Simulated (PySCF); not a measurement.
**Vertical excitation energies**

Species: thiocyanic acid, CHNS.
SMILES: `N#CS`

Level of theory: PySCF 2.14.0, density-fitted response routines, TDDFT wB97X-D/def2-SVPD, vertical, gas phase, core orbitals frozen in the response. Isolated species at its PBE0-D3(BJ)/def2-SVP geometry, gas phase.

Task: What does the calculation give for the low-lying excited states?

Result: 

```
state  E (eV)  ν̃ (cm⁻¹)       f  symmetry  main configurations (H = HOMO, L = LUMO)
   S1    5.53      44640  0.0001         –                                 H→L (91%)
   S2    6.76      54520  0.0059        A″                  H→L+1 (77%), H→L+5 (10%)
   S3    6.93      55900  0.0097        A″                  H→L+2 (68%), H→L+1 (10%)
   S4    7.20      58090   0.015        A′                  H→L+3 (52%), H-1→L (34%)
   S5    8.15      65750  0.0009         –                             H-1→L+3 (82%)
   S6    8.54      68910   0.031        A′                H-2→L (66%), H-2→L+2 (16%)
   S7    8.57      69120  0.0007         –     H-3→L (49%), H→L+2 (16%), H→L+5 (12%)
   S8    8.60      69370   0.168        A′   H-1→L (49%), H→L+3 (19%), H-1→L+2 (10%)
   S9    8.76      70630   0.080        A′              H-1→L+1 (71%), H-1→L+5 (11%)
  S10    8.87      71520  0.0005         –     H→L+4 (52%), H-3→L (20%), H→L+5 (19%)
```

Triplets, Tamm–Dancoff:

```
state  E (eV)  λ (nm)  main configurations (H = HOMO, L = LUMO)
   T1    5.17   239.7                                 H→L (89%)
   T2    5.85   212.1   H→L+3 (34%), H-1→L (33%), H-1→L+2 (13%)
   T3    6.21   199.5     H→L+1 (61%), H→L+2 (13%), H→L+5 (12%)
   T4    6.35   195.3    H→L+3 (46%), H-1→L (30%), H-1→L+2 (9%)
```

The lowest singlet comes at 224 nm (534 kJ/mol) in the ultraviolet; it is dark (f under 0.0005); its leading configuration is HOMO→LUMO (91%). The strongest level in the table is S8 at 8.60 eV (144 nm, f = 0.168). Löwdin shares by element: HOMO sulfur 54%, nitrogen 23%, carbon 18%; LUMO sulfur 44%, hydrogen 24%, carbon 17%, nitrogen 15%. Weighted by f, the mean energy of these states is 8.48 eV. The listed states span 3.33 eV, and the widest gap between neighbours is 1.23 eV (S1 to S2). Orbital energies (eV): HOMO-3 -13.29, HOMO-2 -12.78, HOMO-1 -11.92, HOMO -10.20, LUMO 0.75, LUMO+1 1.33, LUMO+2 2.05. No computed singlet lies in the visible range (380 to 750 nm); the lowest, at 224 nm, stands 2.27 eV above its violet end (3.26 eV). All these states lie below the vertical ionisation energy of 10.93 eV (ΔSCF). Symmetry labels in Cs follow from the direction of the transition dipole and are given only for states with f of 0.002 or more. The window holds the lowest 10 singlets.

On one thread of an Arm Neoverse V1, shared host, this took 5.0 s of wall time (grids of density and orbitals included) and 0.33 GiB of memory at its peak.
